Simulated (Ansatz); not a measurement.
**What a trial cell of AsI relaxes into**

Theory: Ansatz, DFT PBE, scalar-relativistic, plane waves, PAW. Cutoff 420 eV, Γ-centred k mesh, Gaussian smearing, no spin polarisation in the final step.

The start puts AsI on the CuAu (L1_0) structure type (P4/mmm, No. 123), with As in place of Cu, I in place of Au, at a guessed volume.

```
As I
1.0
     3.69741    0.00000    0.00000
     0.00000    3.69741    0.00000
     0.00000    0.00000    4.84624
As I
1 1
Direct
  0.50000 0.50000 0.50000
  0.00000 0.00000 0.00000
```

Cell and atoms relax at zero pressure; the relaxation can't lower the symmetry of the start. After a coarse first stage the cell is made exact in the group found at 0.06 Å.

Energies over the elements count from the elements' standard structures at the same level, with no empirical corrections.

What does it relax into?

It ends in Pm-3m (No. 221). The result has the caesium chloride structure. Conventional cell: a = 3.733 Å. Around As lie 8 I at 3.23 Å and 6 As at 3.73 Å; around I lie 8 As at 3.23 Å and 6 I at 3.73 Å.

```xyz
2
Lattice="3.7329 0.0000 0.0000 0.0000 3.7329 0.0000 0.0000 0.0000 3.7329" Properties=species:S:1:pos:R:3 pbc="T T T"
As    1.8665    1.8665    1.8665
I     0.0000    0.0000    0.0000
```

What are its volume, energy, density and gap?

The volume per atom is 26.01 Å³ and the density is 6.44 g/cm³. The energy over the elements is 0.74 eV/atom. The gap on the 16×16×14 mesh is 0 eV (a metal).

The final run used a 16×16×14 mesh on its 2-atom cell and 0.10 eV smearing. The k mesh leaves about 4 meV/atom of noise in metals. Spin–orbit coupling is left out. A structure relaxed within its symmetry needn't be a true minimum. The steps took of the order of 2.6 core-minutes in all.